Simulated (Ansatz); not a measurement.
# Cd$_{3}$Au: computed properties

Theory: DFT r2SCAN, scalar-relativistic, plane waves, PAW (Ansatz).

Plane waves to 500 eV, a k mesh through Γ of 16×16×4 on the computed 4-atom cell and Gaussian smearing (0.10 eV); no spin polarisation.

The structure is relaxed at this level of theory with its symmetry kept. Whether it is the stable form of this composition wasn't checked.

```cif
data_structure
_symmetry_space_group_name_H-M 'Cmmm'
_symmetry_Int_Tables_number 65
_cell_length_a 3.0220
_cell_length_b 5.6470
_cell_length_c 9.8091
_cell_angle_alpha 90.000
_cell_angle_beta 90.000
_cell_angle_gamma 90.000
_cell_volume 167.40
loop_
_atom_site_label
_atom_site_type_symbol
_atom_site_symmetry_multiplicity
_atom_site_Wyckoff_symbol
_atom_site_fract_x
_atom_site_fract_y
_atom_site_fract_z
_atom_site_occupancy
Cd1 Cd 4 l 0.50000 0.00000 0.75989 1
Cd2 Cd 2 d 0.00000 0.00000 0.50000 1
Au1 Au 2 a 0.00000 0.00000 0.00000 1
```

- Space group: Cmmm (No. 65)
- Volume per atom: 20.92 Å³
- Formation energy from the elements' standard states (uncorrected): -0.018 eV/atom
- Generalised Kohn–Sham band gap: none (metal)
- Density of states at the Fermi level: 1.11 states/eV per cell
- Bader charges (e): Cd (2 in the cell) 0.19, Cd (1 in the cell) -0.01, Au (1 in the cell) -0.37

Spin-orbit coupling is left out, which matters for the bands of heavy elements.

Cost: 1 run of about 5.5 core-minutes, on Arm Neoverse V1 (shared hosts).